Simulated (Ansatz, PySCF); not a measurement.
Molecule: C2H3O, net charge 1, singlet state. It need not be the lowest isomer of its formula. 
Structure (B3LYP-D3(BJ)/def2-TZVP (Ansatz, an electronic-structure program) minimum search):
SMILES: C(=[OH+])=C
```xyz
6

C     -0.0061    -0.0853    -1.2778
C     -0.0120     0.0004    -0.0096
H      0.0660     0.8158    -1.8866
H     -0.0965    -1.0582    -1.7606
O      0.1076     0.0716     1.2050
H     -0.7217     0.1789     1.7314
```
Charge +1, spin multiplicity 1.

Total electronic energies in hartree. Valence correlation only, unless marked. Spin-orbit coupling is left out. No relativistic terms. CBS marks a two-point X^-3 extrapolation of the correlation energy; Hartree-Fock from the larger set. The bracket is a focal-point correction in the basis named.

| level | program | energy (Eh) |
|---|---|---|
| HF/STO-3G | Ansatz | -150.06434 |
| HF/6-31G | Ansatz | -151.91213 |
| PBE0-D4/def2-TZVP | Ansatz + dftd4 | -152.74696 |
| PW6B95-D4/def2-TZVPD | PySCF + dftd4 | -153.10757 |
| MN15/def2-TZVPD | PySCF | -152.75115 |
| CAM-B3LYP-D3(BJ)/def2-TZVPD | Ansatz + dftd3 | -152.85398 |
| B2GP-PLYP-D3(BJ)/def2-TZVPD | Ansatz + dftd3 | -152.77148 |
| CCSD/cc-pwCVTZ | Ansatz | -152.60197 |
| RI-MP2/CBS(cc-pVTZ,cc-pVQZ)+[CCSD(T)-MP2]/cc-pVTZ | Ansatz | -152.6904 |

Totals of different functionals don't rank their quality; only differences between species are comparable.
